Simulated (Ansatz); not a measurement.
Geometry optimisation, RHF/def2-SVP in Ansatz.

input.yaml

```yaml
crystal:
  periodic: [false, false, false]
  atoms:
    - { symbol: Si, position_ang: [0.345108, -0.155994, -0.518733] }
    - { symbol: O, position_ang: [-0.856004, -0.343231, 2.104858] }
    - { symbol: H, position_ang: [-1.332751, -1.018463, 2.568033] }
    - { symbol: H, position_ang: [1.275563, -0.201472, -1.682665] }
    - { symbol: C, position_ang: [-0.552497, 1.49794, -0.513592] }
    - { symbol: H, position_ang: [-1.270503, 1.539766, 0.303856] }
    - { symbol: H, position_ang: [0.157401, 2.32039, -0.394397] }
    - { symbol: H, position_ang: [-1.080859, 1.645425, -1.458535] }
    - { symbol: H, position_ang: [-0.575557, -1.307018, -0.662954] }
    - { symbol: H, position_ang: [1.179823, -0.350403, 0.675565] }
    - { symbol: H, position_ang: [0.081376, -0.576441, 2.171464] }
basis:
  gaussian: { orbitals: def2-SVP }
hamiltonian:
  xc: hf
relax:
  f_tol: 0.03
  max_steps: 50
```

Launched with:

```bash
$ ansatz run input.yaml --threads 1 --pin off --max-ram 2048MiB --backend cpu --events-out ev --progress --plain --runs-dir out
```

Where does it end, and by what steps?

The forces met the threshold. The force dipped under the threshold on the way, but the program's further checks kept it going. After 11 steps the energy has fallen by 0.176 eV; H11 moved furthest, 0.70 Å.

```
step  energy less start (eV)  largest force component (eV/Å)  accepted
   0                  0.0000                           1.397       yes
   1                 -0.1184                           0.712       yes
   2                 -0.1459                           0.306       yes
   3                 -0.0468                           0.836        no
   4                 -0.1593                           0.636       yes
   5                 -0.1680                           0.253       yes
   6                 -0.1729                           0.078       yes
   7                 -0.1527                           0.604        no
   8                 -0.1744                           0.065       yes
   9                 -0.1758                           0.006       yes
  10                 -0.1745                           0.305        no
  11                 -0.1763                           0.022       yes
```

```xyz
11
Properties=species:S:1:pos:R:3
Si 0.436 -0.135 -0.669
O -1.065 -0.335 2.444
H -1.377 -1.199 2.220
H 1.169 -0.218 -1.959
C -0.493 1.496 -0.535
H -1.035 1.535 0.411
H 0.198 2.342 -0.578
H -1.209 1.604 -1.354
H -0.491 -1.294 -0.607
H 1.436 -0.281 0.420
H -0.198 -0.465 2.799
```

The run took 12 s on 1 thread of Intel(R) Xeon(R) 6975P-C (Granite Rapids), with other jobs on the host, peak memory 0.17 GiB.
